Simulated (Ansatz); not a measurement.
# CFSi: the cost of one run

The runs use Ansatz 0.2.0, Gaussian basis; def2-QZVPP, core rule «outside noble gas», up to 7 orbitals frozen.

The runs, in order: UHF; ROHF; CCSD(T) on UHF.

### 1 The system

The geometry is a PBE0/def2-TZVP stationary point (not a proven minimum) of the parent state, kept for this charge and spin.

3 atoms, charge 1, spin multiplicity 5.

Atoms are counted from 1 here; the program's logs count them from 0.

Bond lengths: F1–C2 1.299 Å, C2–Si3 1.895 Å. Angles: F1–C2–Si3 122.9°.

Geometry (Å):

```xyz
3
charge 1, multiplicity 5
F     0.00000   -0.22998    1.54827
C     0.00000    0.55804    0.51584
Si    0.00000   -0.08307   -1.26792
```

### 2 UHF

Input file in.yaml:

```yaml
crystal:
  periodic: [false, false, false]
  atoms:
    - {symbol: F, position_ang: [0.000000, -0.229980, 1.548266]}
    - {symbol: C, position_ang: [0.000000, 0.558036, 0.515839]}
    - {symbol: Si, position_ang: [0.000000, -0.083073, -1.267920]}
basis:
  gaussian: {orbitals: "def2-QZVPP.json"}
total_charge: 1
magnetization: {spin_polarized: true, initial_magnetization: 4}
hamiltonian: {xc: hf}
output: {orbitals: {seedname: orbitals}}
```

Started as:

```bash
$ ansatz run in.yaml --threads 1 --pin off --events-out ev --progress --plain --max-ram 2393MiB
```

What time and memory should one allow on 1 thread of Arm Neoverse V2, shared host?

About 17 s, with a peak of 0.4 GiB.
